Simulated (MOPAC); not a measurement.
MOPAC input (PM3):

```
PM3 FORCE THERMO(298,298) PRECISE LET GEO-OK AUX(PRECISION=9) THREADS=1
C2H6S

C     0.00161908 1    1.40315236 1   -0.50091901 1
S     0.00021154 1    0.00201804 1    0.63043933 1
C    -0.00195287 1   -1.40632372 1   -0.49195985 1
H     0.00297690 1    2.31887697 1    0.10259749 1
H     0.88492041 1    1.42807849 1   -1.14891971 1
H    -0.88206489 1    1.43031996 1   -1.14833842 1
H    -0.00290012 1   -2.31818997 1    0.11743423 1
H    -0.88567630 1   -1.43539449 1   -1.13915989 1
H     0.88128315 1   -1.43763616 1   -1.13975216 1
```

From the last part of the output:

```
     H    9   0.563410   0.574995   5.545026

          HEAT OF FORMATION =     -10.983371 KCALS/MOLE

          ZERO POINT ENERGY      46.757 KCAL/MOL

           NORMAL COORDINATE ANALYSIS (Total motion = 1 Angstrom)

   Root No.       1         2         3         4         5         6         7         8

                 1 B1      1 A2      1 A1      2 A1      1 B2      2 B2      2 A2      2 B1

                  92.9     118.7     259.6     723.3     770.5     883.4     918.0     921.8

           1   -0.0000   -0.0000   -0.0260    0.1291    0.1387   -0.0004   -0.0000   -0.0000
           2   -0.0000   -0.0000   -0.0726    0.0228   -0.0052    0.0331   -0.0000   -0.0000
           3    0.0179    0.0129   -0.0000    0.0000    0.0000    0.0000    0.0348    0.0342
           4    0.0000   -0.0000   -0.0276   -0.0395   -0.0741   -0.0075   -0.0000    0.0000
           5    0.0000   -0.0000    0.0344    0.0493   -0.0594   -0.0060   -0.0000    0.0000
           6   -0.0189    0.0000    0.0000    0.0000   -0.0000   -0.0000   -0.0000   -0.0144
           7   -0.0000    0.0000    0.0766   -0.0503    0.0251    0.0322    0.0000   -0.0000
           8   -0.0000    0.0000    0.0096   -0.1211    0.1365   -0.0075    0.0000   -0.0000
           9    0.0179   -0.0129    0.0000   -0.0000    0.0000    0.0000   -0.0348    0.0342
          10   -0.0000    0.0000    0.0736    0.2164    0.0638    0.2213    0.0000    0.0000
          11   -0.0000    0.0000   -0.1062   -0.0124    0.0113   -0.0441    0.0000    0.0000
          12    0.1833   -0.1487   -0.0000    0.0000    0.0000    0.0000   -0.0574   -0.0537
          13    0.0181    0.0091   -0.0716    0.0542    0.1241   -0.0989   -0.1943   -0.1924
          14    0.1353   -0.1400   -0.1154   -0.0259    0.0072   -0.0647   -0.0047   -0.0030
          15   -0.0478    0.0946    0.0004   -0.0043   -0.0061    0.0033   -0.0617   -0.0629
          16   -0.0181   -0.0091   -0.0716    0.0542    0.1241   -0.0989    0.1943    0.1924
          17   -0.1353    0.1400   -0.1154   -0.0259    0.0072   -0.0647    0.0047    0.0030
          18   -0.0478    0.0946   -0.0004    0.0043    0.0061   -0.0033   -0.0617   -0.0629
          19   -0.0000   -0.0000    0.0877   -0.0348    0.0249    0.0049   -0.0000    0.0000
          20   -0.0000   -0.0000   -0.0949   -0.2139    0.0599    0.2256   -0.0000    0.0000
          21    0.1833    0.1487    0.0000   -0.0000    0.0000    0.0000    0.0574   -0.0537
          22    0.1361    0.1347    0.1282    0.0135    0.0340   -0.0846    0.0467   -0.0447
          23   -0.0117   -0.0392    0.0448   -0.0586    0.1196   -0.0825    0.1887   -0.1872
          24   -0.0478   -0.0946   -0.0004    0.0043   -0.0061    0.0033    0.0617   -0.0629
          25   -0.1361   -0.1347    0.1282    0.0135    0.0340   -0.0846   -0.0467    0.0447
          26    0.0117    0.0392    0.0448   -0.0586    0.1196   -0.0825   -0.1887    0.1872
          27   -0.0478   -0.0946    0.0004   -0.0043    0.0061   -0.0033    0.0617   -0.0629

   Root No.       9        10        11        12        13        14        15        16

                 3 A1      3 B2      4 A1      3 B1      3 A2      5 A1      4 B2      4 B1

                 984.8    1328.3    1330.7    1381.1    1382.6    1394.9    1395.2    3102.4

           1    0.0143   -0.0298    0.0308    0.0000    0.0000    0.0041    0.0060    0.0000
           2   -0.0400   -0.0059    0.0041    0.0000    0.0000   -0.0219   -0.0220    0.0000
           3    0.0000    0.0000   -0.0000   -0.0219   -0.0218    0.0000   -0.0000   -0.0288
           4   -0.0147   -0.0027    0.0014    0.0000   -0.0000    0.0007    0.0002    0.0000
           5    0.0184   -0.0021   -0.0018    0.0000   -0.0000   -0.0009    0.0002    0.0000
           6   -0.0000   -0.0000   -0.0000   -0.0005    0.0000    0.0000    0.0000   -0.0002
           7    0.0359   -0.0122   -0.0107    0.0000   -0.0000    0.0205   -0.0202    0.0000
           8   -0.0226   -0.0278   -0.0292    0.0000   -0.0000   -0.0087    0.0106    0.0000
           9   -0.0000    0.0000    0.0000   -0.0219    0.0218   -0.0000   -0.0000   -0.0288
          10   -0.1992    0.1533   -0.1560   -0.0000   -0.0000    0.0668    0.0603    0.0000
          11    0.0330   -0.0525    0.0522   -0.0000   -0.0000   -0.0295   -0.0272   -0.0000
          12   -0.0000    0.0000   -0.0000    0.2169    0.2160    0.0000    0.0000   -0.0142
          13    0.1078    0.1371   -0.1371   -0.0598   -0.0606   -0.0669   -0.0723   -0.0891
          14    0.0568    0.0593   -0.0527   -0.1131   -0.1133    0.1494    0.1491    0.1077
          15   -0.0042    0.0327   -0.0376    0.0257    0.0257   -0.1184   -0.1214    0.1806
          16    0.1078    0.1371   -0.1371    0.0598    0.0606   -0.0669   -0.0723    0.0891
          17    0.0568    0.0593   -0.0527    0.1131    0.1133    0.1494    0.1491   -0.1077
          18    0.0042   -0.0327    0.0376    0.0257    0.0257    0.1184    0.1214    0.1806
          19    0.0110   -0.0180   -0.0172   -0.0000    0.0000    0.0143   -0.0134    0.0000
          20    0.2016    0.1611    0.1636   -0.0000    0.0000   -0.0716    0.0648    0.0000
          21    0.0000    0.0000    0.0000    0.2169   -0.2160   -0.0000    0.0000   -0.0142
          22   -0.0788    0.0876    0.0811   -0.1234    0.1238   -0.1314    0.1299    0.0859
          23   -0.0929    0.1210    0.1224   -0.0339    0.0346    0.0977   -0.1029   -0.1103
          24    0.0042    0.0327    0.0376    0.0257   -0.0257    0.1184   -0.1214    0.1806
          25   -0.0788    0.0876    0.0811    0.1234   -0.1238   -0.1314    0.1299   -0.0859
          26   -0.0929    0.1210    0.1224    0.0339   -0.0346    0.0977   -0.1029    0.1103
          27   -0.0042   -0.0327   -0.0376    0.0257   -0.0257   -0.1184    0.1214    0.1806

   Root No.      17        18        19        20        21

                 4 A2      5 B2      6 A1      7 A1      6 B2

                3104.5    3106.3    3106.9    3199.8    3200.7

           1   -0.0000    0.0013   -0.0014    0.0119   -0.0119
           2   -0.0000   -0.0260    0.0261    0.0005   -0.0001
           3    0.0288   -0.0000   -0.0000   -0.0000   -0.0000
           4   -0.0000   -0.0002   -0.0000    0.0002   -0.0004
           5   -0.0000   -0.0002    0.0000   -0.0003   -0.0003
           6   -0.0000    0.0000    0.0000    0.0000   -0.0000
           7    0.0000   -0.0251   -0.0252   -0.0030   -0.0027
           8    0.0000    0.0069    0.0070   -0.0115   -0.0116
           9   -0.0288   -0.0000    0.0000    0.0000    0.0000
          10   -0.0000    0.0743   -0.0729   -0.0410    0.0403
          11   -0.0000    0.2307   -0.2279   -0.1548    0.1523
          12    0.0142    0.0000   -0.0000   -0.0000    0.0000
          13    0.0887   -0.0439    0.0446   -0.0558    0.0560
          14   -0.1081    0.0417   -0.0423    0.0743   -0.0751
          15   -0.1807    0.0986   -0.0999    0.1350   -0.1360
          16   -0.0887   -0.0439    0.0446   -0.0558    0.0560
          17    0.1081    0.0417   -0.0423    0.0743   -0.0751
          18   -0.1807   -0.0986    0.0999   -0.1350    0.1360
          19    0.0000    0.2413    0.2383    0.1600    0.1574
          20    0.0000    0.0225    0.0217    0.0064    0.0063
          21   -0.0142    0.0000    0.0000    0.0000    0.0000
          22    0.0863    0.0312    0.0316   -0.0605   -0.0611
          23   -0.1100   -0.0520   -0.0527    0.0706    0.0710
          24    0.1807    0.0986    0.0999   -0.1350   -0.1360
          25   -0.0863    0.0312    0.0316   -0.0605   -0.0611
          26    0.1100   -0.0520   -0.0527    0.0706    0.0710
          27    0.1807   -0.0986   -0.0999    0.1350    0.1360

           MASS-WEIGHTED COORDINATE ANALYSIS (NORMAL COORDINATES)

   Root No.       1         2         3         4         5         6         7         8

                 1 B1      1 A2      1 A1      2 A1      1 B2      2 B2      2 A2      2 B1

                  92.9     118.7     259.6     723.3     770.5     883.4     918.0     921.8

           1   -0.0000   -0.0000   -0.1609    0.5550    0.5299   -0.0029   -0.0000   -0.0000
           2   -0.0000   -0.0000   -0.4498    0.0980   -0.0197    0.2643   -0.0000   -0.0000
           3    0.1500    0.1105   -0.0000    0.0000    0.0000    0.0000    0.2675    0.2615
           4    0.0000   -0.0000   -0.2790   -0.2775   -0.4624   -0.0979   -0.0000    0.0000
           5    0.0000   -0.0000    0.3478    0.3459   -0.3709   -0.0786   -0.0000    0.0000
           6   -0.2592    0.0000    0.0000    0.0000   -0.0000   -0.0000   -0.0000   -0.1793
           7   -0.0000    0.0000    0.4740   -0.2160    0.0957    0.2574    0.0000   -0.0000
           8   -0.0000    0.0000    0.0595   -0.5205    0.5216   -0.0602    0.0000   -0.0000
           9    0.1500   -0.1105    0.0000   -0.0000    0.0000    0.0000   -0.2675    0.2615
          10   -0.0000    0.0000    0.1320    0.2694    0.0707    0.5120    0.0000    0.0000
          11   -0.0000    0.0000   -0.1905   -0.0154    0.0125   -0.1021    0.0000    0.0000
          12    0.4446   -0.3688   -0.0000    0.0000    0.0000    0.0000   -0.1277   -0.1189
          13    0.0440    0.0226   -0.1283    0.0675    0.1373   -0.2289   -0.4325   -0.4258
          14    0.3283   -0.3470   -0.2070   -0.0323    0.0080   -0.1497   -0.0105   -0.0067
          15   -0.1158    0.2345    0.0007   -0.0053   -0.0067    0.0077   -0.1373   -0.1391
          16   -0.0440   -0.0226   -0.1283    0.0675    0.1373   -0.2289    0.4325    0.4258
          17   -0.3283    0.3470   -0.2070   -0.0323    0.0080   -0.1497    0.0105    0.0067
          18   -0.1158    0.2345   -0.0007    0.0053    0.0067   -0.0077   -0.1373   -0.1391
          19   -0.0000   -0.0000    0.1574   -0.0434    0.0276    0.0113   -0.0000    0.0000
          20   -0.0000   -0.0000   -0.1702   -0.2663    0.0663    0.5219   -0.0000    0.0000
          21    0.4446    0.3688    0.0000   -0.0000    0.0000    0.0000    0.1277   -0.1189
          22    0.3300    0.3339    0.2299    0.0169    0.0376   -0.1957    0.1041   -0.0989
          23   -0.0283   -0.0973    0.0804   -0.0729    0.1323   -0.1910    0.4200   -0.4142
          24   -0.1158   -0.2345   -0.0007    0.0053   -0.0067    0.0077    0.1373   -0.1391
          25   -0.3300   -0.3339    0.2299    0.0169    0.0376   -0.1957   -0.1041    0.0989
          26    0.0283    0.0973    0.0804   -0.0729    0.1323   -0.1910   -0.4200    0.4142
          27   -0.1158   -0.2345    0.0007   -0.0053    0.0067   -0.0077    0.1373   -0.1391

   Root No.       9        10        11        12        13        14        15        16

                 3 A1      3 B2      4 A1      3 B1      3 A2      5 A1      4 B2      4 B1
```
